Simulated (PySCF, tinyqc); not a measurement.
Worked calculation: RHF in the sto-6g basis, for CH2, spin multiplicity 1. The lowest restricted solution is unstable here: a spin-polarised one lies 0.0299 hartree lower (PySCF). One step of it, computed by the program tinyqc.

Problem. Iteration 1: building the Fock matrix. J_ij = sum D_kl (ij|kl), K_ij = sum D_kl (ik|jl); F = H + J - 0.5 K; E = tr D H + tr D J / 2 - 0.25 tr D K + E_nn.

D at the start:
```
,1C 1s,1C 2s,1C 2px,1C 2py,1C 2pz,2H 1s,3H 1s
1C 1s,2.136921,-0.497545,0.000000,0.000000,0.012809,-0.021153,-0.021153
1C 2s,-0.497545,2.057777,0.000000,0.000000,-0.051698,0.085142,0.085142
1C 2px,0.000000,0.000000,0.658403,0.000000,0.000000,0.000000,0.000000
1C 2py,0.000000,0.000000,0.000000,0.597248,0.000000,0.049599,-0.049599
1C 2pz,0.012809,-0.051698,0.000000,0.000000,0.626828,0.024689,0.024689
2H 1s,-0.021153,0.085142,0.000000,0.049599,0.024689,0.952698,0.042726
3H 1s,-0.021153,0.085142,0.000000,-0.049599,0.024689,0.042726,0.952698
```

core Hamiltonian H = T + V (hartree):
```
,1C 1s,1C 2s,1C 2px,1C 2py,1C 2pz,2H 1s,3H 1s
1C 1s,-18.854786,-4.333879,0.000000,0.000000,-0.018500,-0.997748,-0.997748
1C 2s,-4.333879,-5.564083,0.000000,0.000000,-0.184615,-2.235885,-2.235885
1C 2px,0.000000,0.000000,-4.501331,0.000000,0.000000,0.000000,0.000000
1C 2py,0.000000,0.000000,0.000000,-4.651469,0.000000,-1.525908,1.525908
1C 2pz,-0.018500,-0.184615,0.000000,0.000000,-4.578291,-1.137433,-1.137433
2H 1s,-0.997748,-2.235885,0.000000,-1.525908,-1.137433,-3.453498,-0.672711
3H 1s,-0.997748,-2.235885,0.000000,1.525908,-1.137433,-0.672711,-3.453498
```

Two-electron integrals (ij|kl) in chemists' order, unique and non-zero (hartree):
```
i,j,k,l,(ij|kl)
1,1,1,1,3.543743
2,1,1,1,0.529462
2,1,2,1,0.100317
2,2,1,1,0.853596
2,2,2,1,0.199930
2,2,2,2,0.624844
3,1,3,1,0.021271
3,2,3,1,0.031868
3,2,3,2,0.138108
3,3,1,1,0.853598
3,3,2,1,0.199930
3,3,2,2,0.624843
3,3,3,3,0.673218
4,1,4,1,0.021271
4,2,4,1,0.031868
4,2,4,2,0.138108
4,3,4,3,0.036281
4,4,1,1,0.853598
4,4,2,1,0.199930
4,4,2,2,0.624843
4,4,3,3,0.600655
4,4,4,4,0.673218
5,1,5,1,0.021271
5,2,5,1,0.031868
5,2,5,2,0.138108
5,3,5,3,0.036281
5,4,5,4,0.036281
5,5,1,1,0.853598
5,5,2,1,0.199930
5,5,2,2,0.624843
5,5,3,3,0.600655
5,5,4,4,0.600655
5,5,5,5,0.673218
6,1,1,1,0.127478
6,1,2,1,0.023244
6,1,2,2,0.045550
6,1,3,3,0.045378
6,1,4,1,0.001239
6,1,4,2,0.002394
6,1,4,4,0.045720
6,1,5,1,0.000887
6,1,5,2,0.001714
6,1,5,4,0.000245
6,1,5,5,0.045553
6,1,6,1,0.005539
6,2,1,1,0.299658
6,2,2,1,0.071197
6,2,2,2,0.244355
6,2,3,3,0.238610
6,2,4,1,0.005884
6,2,4,2,0.038973
6,2,4,4,0.250004
6,2,5,1,0.004212
6,2,5,2,0.027903
6,2,5,4,0.008157
6,2,5,5,0.244451
6,2,6,1,0.017016
6,2,6,2,0.125398
6,3,3,1,0.007701
6,3,3,2,0.039189
6,3,4,3,0.007640
6,3,5,3,0.005470
6,3,6,3,0.015440
6,4,1,1,0.207878
6,4,2,1,0.050092
6,4,2,2,0.182047
6,4,3,3,0.172948
6,4,4,1,0.011270
6,4,4,2,0.065950
6,4,4,4,0.196172
6,4,5,1,0.002555
6,4,5,2,0.019160
6,4,5,4,0.011157
6,4,5,5,0.177020
6,4,6,1,0.012562
6,4,6,2,0.110950
6,4,6,4,0.111789
6,5,1,1,0.148832
6,5,2,1,0.035864
6,5,2,2,0.130338
6,5,3,3,0.123824
6,5,4,1,0.002555
6,5,4,2,0.019160
6,5,4,4,0.129510
6,5,5,1,0.009531
6,5,5,2,0.052907
6,5,5,4,0.011712
6,5,5,5,0.137679
6,5,6,1,0.008994
6,5,6,2,0.079436
6,5,6,4,0.068982
6,5,6,5,0.064828
6,6,1,1,0.449651
6,6,2,1,0.108926
6,6,2,2,0.423629
6,6,3,3,0.401300
6,6,4,1,0.011398
6,6,4,2,0.100393
6,6,4,4,0.445587
6,6,5,1,0.008160
6,6,5,2,0.071877
6,6,5,4,0.031707
6,6,5,5,0.424001
6,6,6,1,0.026503
6,6,6,2,0.274780
6,6,6,4,0.268731
6,6,6,5,0.192400
6,6,6,6,0.774999
7,1,1,1,0.127478
7,1,2,1,0.023244
7,1,2,2,0.045550
7,1,3,3,0.045378
7,1,4,1,-0.001239
7,1,4,2,-0.002394
7,1,4,4,0.045720
7,1,5,1,0.000887
7,1,5,2,0.001714
7,1,5,4,-0.000245
7,1,5,5,0.045553
7,1,6,1,0.005380
7,1,6,2,0.015984
7,1,6,4,0.010675
7,1,6,5,0.008455
7,1,6,6,0.024340
7,1,7,1,0.005539
7,2,1,1,0.299658
7,2,2,1,0.071197
7,2,2,2,0.244355
7,2,3,3,0.238610
7,2,4,1,-0.005884
7,2,4,2,-0.038973
7,2,4,4,0.250004
7,2,5,1,0.004212
7,2,5,2,0.027903
7,2,5,4,-0.008157
7,2,5,5,0.244451
7,2,6,1,0.015984
7,2,6,2,0.091739
7,2,6,4,0.058064
7,2,6,5,0.056644
7,2,6,6,0.158424
7,2,7,1,0.017016
7,2,7,2,0.125398
7,3,3,1,0.007701
7,3,3,2,0.039189
7,3,4,3,-0.007640
7,3,5,3,0.005470
7,3,6,3,0.010629
7,3,7,3,0.015440
7,4,1,1,-0.207878
7,4,2,1,-0.050092
7,4,2,2,-0.182047
7,4,3,3,-0.172948
7,4,4,1,0.011270
7,4,4,2,0.065950
7,4,4,4,-0.196172
7,4,5,1,-0.002555
7,4,5,2,-0.019160
7,4,5,4,0.011157
7,4,5,5,-0.177020
7,4,6,1,-0.010675
7,4,6,2,-0.058064
7,4,6,4,-0.027281
7,4,6,5,-0.035127
7,4,6,6,-0.092243
7,4,7,1,-0.012562
7,4,7,2,-0.110950
7,4,7,4,0.111789
7,5,1,1,0.148832
7,5,2,1,0.035864
7,5,2,2,0.130338
7,5,3,3,0.123824
7,5,4,1,-0.002555
7,5,4,2,-0.019160
7,5,4,4,0.129510
7,5,5,1,0.009531
7,5,5,2,0.052907
7,5,5,4,-0.011712
7,5,5,5,0.137679
7,5,6,1,0.008455
7,5,6,2,0.056644
7,5,6,4,0.035127
7,5,6,5,0.044846
7,5,6,6,0.103945
7,5,7,1,0.008994
7,5,7,2,0.079436
7,5,7,4,-0.068982
7,5,7,5,0.064828
7,6,1,1,0.082647
7,6,2,1,0.019737
7,6,2,2,0.070805
7,6,3,3,0.068765
7,6,4,4,0.070637
7,6,5,1,0.001892
7,6,5,2,0.013575
7,6,5,5,0.073013
7,6,6,1,0.004618
7,6,6,2,0.033405
7,6,6,4,0.025555
7,6,6,5,0.023215
7,6,6,6,0.069676
7,6,7,1,0.004618
7,6,7,2,0.033405
7,6,7,4,-0.025555
7,6,7,5,0.023215
7,6,7,6,0.010955
7,7,1,1,0.449651
7,7,2,1,0.108926
7,7,2,2,0.423629
7,7,3,3,0.401300
7,7,4,1,-0.011398
7,7,4,2,-0.100393
7,7,4,4,0.445587
7,7,5,1,0.008160
7,7,5,2,0.071877
7,7,5,4,-0.031707
7,7,5,5,0.424001
7,7,6,1,0.024340
7,7,6,2,0.158424
7,7,6,4,0.092243
7,7,6,5,0.103945
7,7,6,6,0.279972
7,7,7,1,0.026503
7,7,7,2,0.274780
7,7,7,4,-0.268731
7,7,7,5,0.192400
7,7,7,6,0.069676
7,7,7,7,0.774999
```

nuclear repulsion = 5.77426965 hartree

Give: Coulomb J; exchange K; Fock matrix F; total energy of this density.

Solution.

Coulomb J (hartree):
```
,1C 1s,1C 2s,1C 2px,1C 2py,1C 2pz,2H 1s,3H 1s
1C 1s,11.420,2.064,0.000,0.000,0.016,0.486,0.486
1C 2s,2.064,5.029,0.000,0.000,0.143,2.004,2.004
1C 2px,0.000,0.000,4.984,0.000,0.000,0.000,0.000
1C 2py,0.000,0.000,0.000,5.073,0.000,1.502,-1.502
1C 2pz,0.016,0.143,0.000,0.000,5.029,1.113,1.113
2H 1s,0.486,2.004,0.000,1.502,1.113,3.646,0.587
3H 1s,0.486,2.004,0.000,-1.502,1.113,0.587,3.646
```

exchange K (hartree):
```
,1C 1s,1C 2s,1C 2px,1C 2py,1C 2pz,2H 1s,3H 1s
1C 1s,7.301,1.169,0.000,0.000,0.020,0.310,0.310
1C 2s,1.169,1.896,0.000,0.000,0.162,0.957,0.957
1C 2px,0.000,0.000,0.831,0.000,0.000,0.000,0.000
1C 2py,0.000,0.000,0.000,1.019,0.000,0.476,-0.476
1C 2pz,0.020,0.162,0.000,0.000,0.926,0.386,0.386
2H 1s,0.310,0.957,0.000,0.476,0.386,1.203,0.374
3H 1s,0.310,0.957,0.000,-0.476,0.386,0.374,1.203
```

Fock matrix F (hartree):
```
,1C 1s,1C 2s,1C 2px,1C 2py,1C 2pz,2H 1s,3H 1s
1C 1s,-11.085,-2.854,0.000,0.000,-0.013,-0.667,-0.667
1C 2s,-2.854,-1.483,0.000,0.000,-0.123,-0.711,-0.711
1C 2px,0.000,0.000,0.067,0.000,0.000,0.000,0.000
1C 2py,0.000,0.000,0.000,-0.088,0.000,-0.262,0.262
1C 2pz,-0.013,-0.123,0.000,0.000,-0.012,-0.217,-0.217
2H 1s,-0.667,-0.711,0.000,-0.262,-0.217,-0.409,-0.273
3H 1s,-0.667,-0.711,0.000,0.262,-0.217,-0.273,-0.409
```

total energy of this density = -38.58337 hartree

This density is the starting one; it is not idempotent, so its energy is not variational and may lie below the converged one.
